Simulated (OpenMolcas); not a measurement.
# One shape, several levels: singlet SiNH4O+

Wanted: a comparison of 6 runs (B3LYP/6-31G*, B2PLYP/6-311+G**, BLYP/6-311+G**, M06-2X/6-311+G**, PBE0/6-311+G**, r2SCAN/6-311+G**) of singlet SiNH4O+. 

Program for the calculation: OpenMolcas 26.06.

1 further run of the same task is left out (it didn't finish).

**1. The structure to begin with**

The species is SiNH4O+ (7 atoms), meant as a singlet with charge +1. SMILES of the parent species: `N[SiH]O`. The shape is that of a PBE0-D4/def2-TZVP optimisation. This is one conformer, not always the lowest. That shape belongs to the parent species and isn't relaxed for this state.

Bond lengths: N1–Si2 1.723 Å, Si2–O3 1.649 Å, N1–H4 1.008 Å, N1–H5 1.009 Å, Si2–H6 1.500 Å, O3–H7 0.961 Å. Angles: N1–Si2–O3 109.4°, N1–Si2–H6 104.3°, O3–Si2–H6 112.7°, Si2–N1–H4 120.5°, Si2–N1–H5 118.7°, Si2–O3–H7 115.8°, H4–N1–H5 110.8°.

**2. A single-point energy at B3LYP/6-31G(d) (Cartesian functions) (run 1)**

struct.xyz reads:

```xyz
7

N     -0.694900     0.548300    -0.575200
Si     0.293100     0.159000     0.781300
O      1.622900    -0.672400     0.270300
H     -0.355900     1.168100    -1.294800
H     -1.685800     0.673200    -0.432900
H     -0.599100    -0.661900     1.664700
H      1.480900    -1.282400    -0.459000
```

calc.input reads:

```
&GATEWAY
BasLib
$CurrDir
Coord
struct.xyz
Basis
6-31Gs
Group
NoSym
&SEWARD
GridInput
Grid=UltraFine
End of Grid
&SCF
Charge
1
KSDFT
B3LYP
Thresholds
1e-10 1e-07 1e-07 1e-05
PrOrbitals
1 2
```

The basis set 6-31G* is read from a file made from the Basis Set Exchange's data (not shown).

Run with:

```
$ export MOLCAS_MEM=1860
$ pymolcas calc.input > calc.log
```

Output:

```text
--- Start Module: gateway ---
[...]
--- Stop Module: gateway /rc=_RC_ALL_IS_WELL_ ---
--- Start Module: seward ---
[...]
      Basis functions           57
--- Stop Module: seward /rc=_RC_ALL_IS_WELL_ ---
[...]
--- Start Module: scf ---
[...]
       Convergence after  18 Iterations
[...]
::    Total KS-DFT energy                            -421.5986794031
[...]
      Total spin, S                                     0.0000000000
[...]
      Total electronic charge=   32.000000
      Total            charge=    1.000000
[...]
      Dipole Moment (debye):
      Origin of the operator (angstrom)=    0.3751    0.0204    0.2839
                   X= -2.5525E+00               Y=  1.6746E+00               Z= -2.2083E-01           Total=  3.0607E+00
      Center of Charge (angstrom)
[...]
--- Stop Module: scf /rc=_RC_ALL_IS_WELL_ ---
[...]
```

Run time: 32 s. Hardware: 1 thread of Intel Xeon at 2.50GHz (Skylake/Cascade Lake), shared host; peak memory 0.39 GiB.

**3. The energy at B2PLYP/6-311+G(d,p) (run 2)**

geom.xyz reads:

```xyz
7

N     -0.694900     0.548300    -0.575200
Si     0.293100     0.159000     0.781300
O      1.622900    -0.672400     0.270300
H     -0.355900     1.168100    -1.294800
H     -1.685800     0.673200    -0.432900
H     -0.599100    -0.661900     1.664700
H      1.480900    -1.282400    -0.459000
```

mol.input reads:

```
* H4NOSi Kohn-Sham DFT
>>> EXPORT MOLCAS_PRINT=2
&GATEWAY
BasLib=$CurrDir
Coord=geom.xyz
Basis=6-311pGss
Group=NoSym
&SEWARD
GridInput
Grid=UltraFine
End of Grid
&SCF
Charge=1
KSDFT=B2PLYP_SCF
Thresholds=1e-10 1e-07 1e-07 1e-05
PrOrbitals=1 1
&MBPT2
Frozen=7
```

The basis set 6-311+G** is read from a file made from the Basis Set Exchange's data (not shown).

Run with:

```
$ export MOLCAS_MEM=1860
$ pymolcas mol.input > mol.log
```

Output:

```text
--- Start Module: gateway ---
[...]
--- Stop Module: gateway /rc=_RC_ALL_IS_WELL_ ---
[...]
      Basis functions           98
[...]
--- Start Module: scf ---
[...]
       Convergence after  19 Iterations
[...]
::    Total KS-DFT energy                            -421.2586769019
[...]
      Total spin, S                                     0.0000000000
[...]
      Total electronic charge=   32.000000
      Total            charge=    1.000000
[...]
      Dipole Moment (debye):
      Origin of the operator (angstrom)=    0.3751    0.0204    0.2839
                   X= -2.5693E+00               Y=  1.8781E+00               Z=  2.7874E-01           Total=  3.1948E+00
      Center of Charge (angstrom)
[...]
--- Stop Module: scf /rc=_RC_ALL_IS_WELL_ ---
[...]
--- Start Module: mbpt2 ---
[...]
 ###    WARNING: MP2 implementation intended for RHF references only         ###
 ###############################################################################
MBPT2 WARNING: Reference function according to RunFile:KS-DFT
I'll assume you know what you're doing and continue
WARNING!
Default frozen orbitals as non valence orbitals is overwritten by user input.
Default values:   4
[...]
       Reference weight ( Cref**2 )         =        0.80212
::    Total MBPT2 energy                             -421.8513774078
[...]
      Total MBPT2 calculations                           0.80      0.92
--- Stop Module: mbpt2 /rc=_RC_ALL_IS_WELL_ ---
[...]
```

It took 84 s on 1 thread of Intel Xeon at 2.50GHz (Skylake/Cascade Lake), shared host; peak memory 0.55 GiB.

Runs 3 to 5 aren't shown in full; the table further down has their settings and results.

**4. A single-point energy at r2SCAN/6-311+G(d,p) (run 6)**

job.input reads:

```
>>> EXPORT MOLCAS_PRINT=2

&GATEWAY
 BasLib=$CurrDir
 Coord
 7
 angstrom
 N       -0.694900       0.548300      -0.575200
 Si       0.293100       0.159000       0.781300
 O        1.622900      -0.672400       0.270300
 H       -0.355900       1.168100      -1.294800
 H       -1.685800       0.673200      -0.432900
 H       -0.599100      -0.661900       1.664700
 H        1.480900      -1.282400      -0.459000
 Basis=6-311pGss
 Group=NoSym

&SEWARD
 GridInput
 Grid=UltraFine
 End of Grid

&SCF
 Charge=1
 KSDFT=2
 1.0 MGGA_X_R2SCAN
 1.0 MGGA_C_R2SCAN
 Thresholds=1e-10 1e-07 1e-07 1e-05
 PrOrbitals=1 2
```

The basis set 6-311+G** is read from a file made from the Basis Set Exchange's data (not shown).

Run with:

```
$ export MOLCAS_MEM=1860
$ pymolcas job.input > job.log
```

Output:

```text
--- Start Module: gateway ---
[...]
--- Stop Module: gateway /rc=_RC_ALL_IS_WELL_ ---
--- Start Module: seward ---
[...]
      Basis functions           98
--- Stop Module: seward /rc=_RC_ALL_IS_WELL_ ---
[...]
--- Start Module: scf ---
[...]
       Convergence after  21 Iterations
[...]
::    Total KS-DFT energy                            -421.5603989234
[...]
      Total spin, S                                     0.0000000000
[...]
      Total electronic charge=   32.000000
      Total            charge=    1.000000
[...]
      Dipole Moment (debye):
      Origin of the operator (angstrom)=    0.3751    0.0204    0.2839
                   X= -2.6049E+00               Y=  1.6226E+00               Z= -1.3406E-01           Total=  3.0719E+00
      Center of Charge (angstrom)
[...]
--- Stop Module: scf /rc=_RC_ALL_IS_WELL_ ---
[...]
```

Run time: 1.8 min. Hardware: 1 thread of Intel Xeon at 2.50GHz (Skylake/Cascade Lake), shared host; peak memory 0.55 GiB.

**5. The series**

| run | level | Cartesian functions | frozen core orbitals | energy (Eh) | HOMO energy (eV) | LUMO energy (eV) | HOMO–LUMO gap (eV) | wall time |
| --- | --- | --- | --- | --- | --- | --- | --- | --- |
| 1 | B3LYP/6-31G* (Cartesian functions) | yes | – | -421.598679 | -14.52 | -10.11 | 4.41 | 32 s |
| 2 | B2PLYP/6-311+G** | no | 7 | -421.418706 | -16.10 | -8.89 | 7.22 | 84 s |
| 3 | BLYP/6-311+G** | no | – | -421.635021 | -13.50 | -10.76 | 2.74 | 90 s |
| 4 | M06-2X/6-311+G** | no | – | -421.577229 | -16.26 | -9.21 | 7.05 | 1.8 min |
| 5 | PBE0/6-311+G** | no | – | -421.384431 | -14.95 | -10.05 | 4.91 | 81 s |
| 6 | r2SCAN/6-311+G** | no | – | -421.560399 | -13.91 | -10.75 | 3.17 | 1.8 min |

**6. Summary of results**

```
            quantity          value
 run 6: total energy  -421.56040 Eh
  run 6: HOMO energy      -13.91 eV
  run 6: LUMO energy      -10.75 eV
run 6: HOMO–LUMO gap        3.17 eV
```

In words: The HOMO–LUMO gap runs from 2.74 eV (BLYP/6-311+G**) to 7.22 eV (B2PLYP/6-311+G**). A double hybrid's value is that of its SCF part. For B2PLYP the log adds the whole second-order term; the table takes 0.27 of it, as the functional is defined. Totals of different functionals can't be ranked against each other. All runs together took 8.5 min, the longest 1.8 min.
